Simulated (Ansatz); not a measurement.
A calculation with Ansatz (development build ahead of 0.2.0).

```yaml
crystal:
  periodic: [false, false, false]
  atoms:
    - { symbol: B, position_ang: [0.0, 0.0, -1.3735] }
    - { symbol: Al, position_ang: [0.0, 0.0, 1.3735] }
basis:
  gaussian: { orbitals: "6-31G" }
magnetization:
  initial_magnetization: 2
hamiltonian:
  xc: hf
correlation:
  method: ccsd_t
  frozen_orbitals: { Al: 5, B: 1 }
```

The input is written out in the form of the current development build from the run's settings. Correlation on restricted open-shell orbitals is semicanonical, with singles.

Results

```json
{
 "Converged": "yes",
 "Reference energy": "-266.39377 hartree",
 "Correlation energy": "-0.09024 hartree",
 "Total energy": "-266.48401 hartree"
}
```
